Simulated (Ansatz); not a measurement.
Molecule: C2H5, net charge 0, doublet state. It need not be the lowest isomer of its formula. SMILES: [CH2]C
Geometry: optimised at B3LYP-D3(BJ)/def2-TZVP (Ansatz, a first-principles code).

Quantity: vertical ionisation energy (to the singlet state of charge +1; each state is the SCF solution reached for its spin), in eV. Cores are frozen in the correlated levels unless marked. Open shells are spin-unrestricted. Spin-orbit coupling is left out. Non-relativistic. CBS marks a two-point X^-3 extrapolation of the correlation energy; Hartree-Fock from the larger set. [CCSD(T)-MP2]/basis is that difference in the basis named.

| level | program | vertical ionisation energy (eV) |
|---|---|---|
| HF/def2-TZVPPD | Ansatz | 7.91 |
| CAM-B3LYP/def2-TZVPD | Ansatz | 8.60 |
| MP2/aug-cc-pVDZ | Ansatz | 8.44 |
| MP2/aug-cc-pVTZ | Ansatz | 8.54 |
| SCS-MP2/aug-cc-pVDZ | Ansatz | 8.34 |
| SCS-MP2/def2-SVPD | Ansatz | 8.38 |

Problem. What does RI-MP2/CBS(aug-cc-pVTZ,aug-cc-pVQZ)+[CCSD(T)-MP2]/aug-cc-pVTZ (Ansatz) give?

Solution. 8.57 eV, so SCS-MP2/def2-SVPD differs from it by -0.19 eV.
